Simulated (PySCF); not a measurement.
Level of theory: PySCF, PBE0, basis Cl def2-TZVP, H def2-TZVP (no relativity, density fitting).

Each entry is the lowest minimum that a search over a few typed start shapes (and spin states, where more than one is plausible) found, or that minimum re-optimised at the stated level; isomers with ligand–ligand bonds, or fragments after loss of a ligand pair, can lie lower. Open shells are unrestricted.

ClH₆ is a doublet of Oh symmetry with Cl–H 1.465 Å (×6); H–Cl–H 90.0° (×12), H–Cl–H 180.0° (×3). Its wavenumbers are 990 (×3), 1071 (×3), 1269 (×3), 1534 (×3), 1800 (×2), 1828 cm⁻¹.

Task: What changes when one electron is removed, giving ClH₆⁺?

Result: It costs 6.59 eV between the minima (6.99 eV with zero-point energy). ClH₆⁺ is a singlet of Oh symmetry with Cl–H 1.379 Å (×6); H–Cl–H 90.0° (×12), H–Cl–H 180.0° (×3); wavenumbers 1477 (×3), 1498 (×3), 1501 (×3), 2099 (×2), 2193 (×3), 2234 cm⁻¹.
